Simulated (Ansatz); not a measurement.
## Bulk modulus B0 of some fcc solids

Method: PBE (Ansatz, a program for electronic structure, plane waves, PAW). References are measured values corrected to a static lattice or taken at low temperature (these still hold zero-point motion). The table is a random draw of 6 from 11 solids with such references.

Values in GPa.

| solid | reference | PBE | error (%) |
|---|---|---|---|
| fcc Ag | 110 (104–111) | 91.5 | -16.8 |
| fcc Pt | 289 | ? | ? |
| fcc Rh | 271 (271–289) | 257 | -5.2 |
| fcc Pb | 47 | 39.2 | -16.6 |
| fcc Ir | 365 | 347 | -4.9 |
| fcc Sr | 12.5 | 11.6 | -7.2 |

Estimate the withheld PBE value.

The errors of the other rows run from -16.8 % to -4.9 %, with a median of -7.2 %; carried to the reference 289 it gives 268 GPa. The run gives 248 GPa (-14.2 %); the row was picked among those where that median comes within half of the row's own error. Over these 6 solids the mean error is -10.8 %, the mean absolute error 10.8 % (median 10.7 %), and the worst case fcc Ag at -16.8 %; the value is below the reference in 6 of 6 cases. Over all 11 the mean error is -9.7 % and the mean absolute error 10.2 % (median 7.2 %).

All these references are brought to a static lattice.

Spin–orbit coupling is left out, also for the solids with elements from indium on (fcc Pt, fcc Pb, fcc Ir); its size isn't shown.

Brackets give the range of our sources, which can hold other temperatures.

Differences are worked out from the printed values.

Each level is taken at its own relaxed cell. Ansatz's density-functional and Hartree–Fock values are scalar-relativistic unless marked +SOC, with PAW data made under PBE.

Ansatz's runs of these crystals have no spin polarisation.

Not in this set, of the fcc solids with a reference value in our tables and a result at some level: 1 for sources at odds (fcc Ca). These can be a level's worst cases. Values held back for tests aren't counted. Layered and molecular crystals are counted apart. The metals Ce to Yb are counted apart.

References as tabulated in Levämäki et al. (2014), arXiv:1402.3671.
